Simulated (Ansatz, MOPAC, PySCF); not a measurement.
System: C2H3O2, net charge 0, doublet state. SMILES: [CH2]C(=O)O
Coordinates optimised at B3LYP-D3(BJ)/def2-TZVP (Ansatz, a program for electronic structure):
```xyz
7

C      0.0433     0.0886    -0.0502
O      0.2842     1.1633    -0.5641
O     -1.1757    -0.2094     0.4758
H     -1.7337     0.5723     0.3459
C      0.9861    -0.9936     0.0729
H      0.7081    -1.9254     0.5416
H      1.9810    -0.8476    -0.3170
```
Charge 0, spin multiplicity 2.

Property: size of the dipole moment, in D. Conventions: LANL2DZ all-electron up to Ne; no dispersion term unless named; open shells spin-unrestricted; non-relativistic; 6-31G* and kin with 6d, 5d where marked; no spin-orbit coupling. Ab initio and DFT rows: single points at B3LYP-D3(BJ) geometries (Ansatz). Semi-empirical rows: dipoles at the shared geometry.

```csv
level,program,size of the dipole moment (D)
PM3,MOPAC,1.55
PM6,MOPAC,1.75
MNDO,MOPAC,1.45
SVWN5/6-31G*,Ansatz,1.52
PBE/6-31G*,Ansatz,1.50
PBE/def2-SVP,Ansatz,1.51
BLYP/6-31G*,Ansatz,1.50
BP86/6-31G* (5d),PySCF,1.51
B3LYP/LANL2DZ,Ansatz,1.60
```

No value to compare with is used here. The 9 habitual levels span 1.45 (MNDO) to 1.75 D (PM6).

The levels are drawn from those run, B3LYP/6-31G* more often than the rest, none by its result; runs whose electronic state is in doubt are left out.
